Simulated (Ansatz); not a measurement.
Rutile TiO2 was calculated with PBE0 (PAW; Ansatz, a first-principles code).

Settings: plane-wave cutoff 460 eV, 6×6×8 k mesh (along the axes of the cell as run), Fermi–Dirac smearing 0.01 eV, no spin polarisation, scalar-relativistic PAW data made under PBE.

Cell (measured lattice):

```yaml
crystal:
  lattice:
    - [4.59400, 0.00000, 0.00000]
    - [0.00000, 4.59400, 0.00000]
    - [0.00000, 0.00000, 2.95800]
  atoms:
    - { symbol: Ti, position: [0.00000, 0.00000, 0.00000] }
    - { symbol: Ti, position: [0.50000, 0.50000, 0.50000] }
    - { symbol: O, position: [0.30510, 0.30510, 0.00000] }
    - { symbol: O, position: [0.80510, 0.19490, 0.50000] }
    - { symbol: O, position: [0.19490, 0.80510, 0.50000] }
    - { symbol: O, position: [0.69490, 0.69490, 0.00000] }
```

What does this level give for the band gap?


* **band gap**: 4.16 eV (on the SCF k mesh) (direct)

Note: cell and atoms aren't relaxed at this level (largest force component 0.06 eV/Å, pressure -3.0 GPa).

Computed values are for the static lattice.

The result took about 6 core-minutes (a rough figure).
